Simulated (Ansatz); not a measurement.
Cost and result for the atomization energy of C3H6N2O, SMILES `N/C=N\CC=O` (12 atoms, 11 bonds).

Z-matrix (Å, degrees):
```
C
C 1 1.505
N 1 1.454 2 107.9
H 1 1.093 2 109.9 3 -117.9
H 1 1.099 2 108.8 3 122.9
O 2 1.206 1 123.5 3 -99.6
H 2 1.108 1 115.9 3 75.9
C 3 1.277 1 116.6 2 74.2
N 8 1.357 3 128.7 1 -0.7
H 8 1.090 3 117.0 1 176.6
H 9 1.010 8 119.5 3 -21.7
H 9 1.004 8 118.0 3 -173.2
```

Charge 0, multiplicity 1. All single points use the PBE0-D4/def2-TZVP geometry. It is one conformer, not always the lowest. Program: Ansatz. All runs use 4 threads of an Arm Neoverse V1 on a shared host. Times are those of one run each, without the atoms' runs, and a repeat can differ threefold. Electronic energies, without spin–orbit coupling; frozen cores. CCSD(T)/CBS adds CCSD(T) − MP2 in def2-TZVPP to the MP2 limit, and its time is that of the two runs behind it. T1 = 0.015. B3LYP takes the VWN-RPA correlation (the form of Gaussian; ORCA's B3LYP/G).

CCSD(T)/CBS is a level of theory with its own doubt, some kJ/mol a heavy atom from the limit and from the frozen cores, so smaller differences don't rank the functionals.

| level | functions | wall time |
| --- | --- | --- |
| PBE-D4/def2-TZVPP (with forces) | 270 | 2.8 s |
| PBE0-D4/def2-TZVPP | 270 | 3.1 s |
| r2SCAN-D4/def2-TZVPP (with forces) | 270 | 5.5 s |
| B3LYP-D4/def2-TZVPP (with forces) | 270 | 5.5 s |
| B2PLYP/def2-TZVPP | 270 | 7 s |
| ωB97X-V/def2-TZVPP | 270 | 8.5 s |
| ωB97M-V/def2-TZVPP (with forces) | 270 | 13 s |
| MP2/def2-QZVPP | 522 | 28 s |
| CCSD(T)/def2-TZVPP | 270 | 4.1 min |
| CCSD(T)/CBS(def2) | – | 4.6 min |

Problem. What atomization energy does each give, and how far from CCSD(T)/CBS? (An estimate is asked.)

Solution. Computed: 
```tsv
level	atomization (kcal/mol)	difference from CCSD(T)/CBS	per bond
PBE-D4/def2-TZVPP (with forces)	1222.2	52.8	4.8
PBE0-D4/def2-TZVPP	1183.3	13.9	1.3
r2SCAN-D4/def2-TZVPP (with forces)	1174.2	4.8	0.4
B3LYP-D4/def2-TZVPP (with forces)	1178.9	9.5	0.9
B2PLYP/def2-TZVPP	1163.7	-5.7	-0.5
ωB97X-V/def2-TZVPP	1177.0	7.6	0.7
ωB97M-V/def2-TZVPP (with forces)	1178.2	8.8	0.8
MP2/def2-QZVPP	1183.3	13.9	1.3
CCSD(T)/def2-TZVPP	1134.0	-35.4	-3.2
CCSD(T)/CBS(def2)	1169.4	0.0	0.0
```

In def2-TZVPP, CCSD(T) changes the Hartree–Fock value by +345.7 kcal/mol (the triples alone add +24.4 kcal/mol) and MP2 by +374.1 kcal/mol; breaking electron pairs costs correlation energy, which Hartree–Fock lacks. The D4 term adds +9.1 kcal/mol with B3LYP and +4.8 kcal/mol with PBE0; it sums over pairs of atoms, weighted by their polarisabilities, and B3LYP, whose exchange is more repulsive, gets the larger term. From PBE to PBE0 (25 % exact exchange), in def2-TZVPP and without D4, the atomization energy moves by −38.0 kcal/mol: exact exchange takes away binding that semilocal exchange gives to molecules.
